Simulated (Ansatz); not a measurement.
`FCOCF` + H₂S → `FCOCS` + H–F  (substitution at a C–F bond)

Program: Ansatz. Geometries: PBE0-D4/def2-TZVP. ΔE: electronic, gas phase. CCSD(T)/CBS is the MP2 limit (def2-TZVPP, def2-QZVPP) plus CCSD(T) − MP2 in def2-TZVPP, frozen cores. This one scheme is used for every species. Functionals use def2-TZVPP. Each species was taken in one conformer, which may not be the lowest.

```
             level  ΔE (kJ/mol)
       LDA (SPW92)          1.1
           BLYP-D4          3.4
          BHLYP-D4          8.1
            revPBE          3.2
       HF/def2-SVP         41.7
      MP2/def2-SVP         14.0
  CCSD(T)/def2-SVP         22.2
SCS-MP2/def2-TZVPP         -1.6
```

(1) What does CCSD(T)/CBS give? (Estimate.)

Largest T1 diagnostic among the species: 0.012.

Answers

(1) Ansatz gave: -6.9 kJ/mol. The listed levels differ from it by 8.0, 10.3, 15.0, 10.1, 48.6, 20.9, 29.1, 5.3 kJ/mol.

Leaving LDA and LC-ωPBE aside and taking each functional with its dispersion term where it has one, the values, not all of them listed here, spread over 15.7 kJ/mol, from revPBE-D4 to CAM-B3LYP-D4. The D4 term adds −6.3 kJ/mol with B3LYP and −3.4 kJ/mol with PBE0; it sums over pairs of atoms, weighted by their polarisabilities, and B3LYP, whose exchange is more repulsive, gets the larger term.

B3LYP here is the variant with VWN-RPA as its local correlation; programs differ in this.
